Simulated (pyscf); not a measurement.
This saddle point was located with ωB97X-D3(BJ)/def2-SVP in PySCF.

```xyz
10

Si    -1.5276    -1.1567     0.5324
Ge    -0.1733     0.0587    -0.9657
H     -1.9990    -2.3989    -0.1565
H     -2.7032    -0.3050     0.8378
H     -0.7118    -1.5120     1.7160
H     -0.8009     1.7847    -1.2739
H      1.3489     0.1186    -0.9302
H     -0.5857    -0.0380    -2.4629
Cl    -0.1173     1.5092     1.3077
H     -0.6416     1.8734    -0.4330
```
Charge 0, spin multiplicity 1.

Surface: singlet, charge 0. Lowest wavenumbers (cm⁻¹): 822i, 114, 189, 232, 276.

Task: Name the species on either side of this saddle.

Result: H₃Si–GeH₃ + HCl ⇌ H₃Si–GeH₂–Cl + H₂, a four-centre exchange read from left to right: Ge–H, Cl–H broken and Cl–Ge, H–H formed. At ωB97M-D3(BJ)/def2-TZVP it lies +36.4 kcal/mol from the left side and +48.2 kcal/mol from the right (each side as separated species at their lowest minima found). At the saddle there is also a short Ge–H contact that neither side keeps. This is the saddle that the search found; another between the same sides may lie lower. Elements up to Kr have no core potential and no relativistic terms here.
